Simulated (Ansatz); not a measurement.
The same path of CH6AlSi (9 atoms, charge -1, multiplicity 1) was run twice with different band settings. The coordinate that changes most is the dihedral H7–Al2–Si3–H9.

All numbers below come from RKS PBE-D4/def2-SVP (Ansatz 0.2.0).

Relaxed end points:

```xyz
9
Properties=species:S:1:pos:R:3
C -0.820 1.258 -0.728
Al 0.493 -0.258 -0.446
Si 0.984 -1.236 1.673
H -0.295 2.234 -0.846
H -1.411 1.110 -1.662
H -1.543 1.365 0.109
H 1.535 -0.266 -1.729
H 1.459 -2.667 1.350
H -0.402 -1.542 2.279
```

```xyz
9
Properties=species:S:1:pos:R:3
C -0.299 1.405 -0.638
Al -0.025 -0.572 -0.300
Si -0.562 -1.596 1.796
H 0.656 1.938 -0.851
H -0.947 1.562 -1.532
H -0.794 1.919 0.215
H 0.940 -1.147 -1.515
H 0.774 -0.674 1.520
H 0.257 -2.834 1.306
```

Common settings: spring 5.0 eV/Å²; optimiser quadratic models (default); start path IDPP; force threshold 0.03 eV/Å; iteration limit 60; end points relaxed.

| run | movable images | climbing image |
| --- | --- | --- |
| 1 | 5 | yes |
| 2 | 6 | no |

**Question.** What does each run give, and how far can it be trusted?

**Answer.** Run 1: converged after 18 iterations, highest image 0.267 eV above the first end. A vibrational analysis at the climbing image gives one clearly imaginary mode, 183i cm⁻¹: a first-order saddle point.
Run 2: converged after 24 iterations, highest image 0.260 eV above the first end. No image climbed, so the highest image needn't sit at the top of the path.
Limits of this set-up: an anion without diffuse functions, the dipole of an ion depends on the origin.
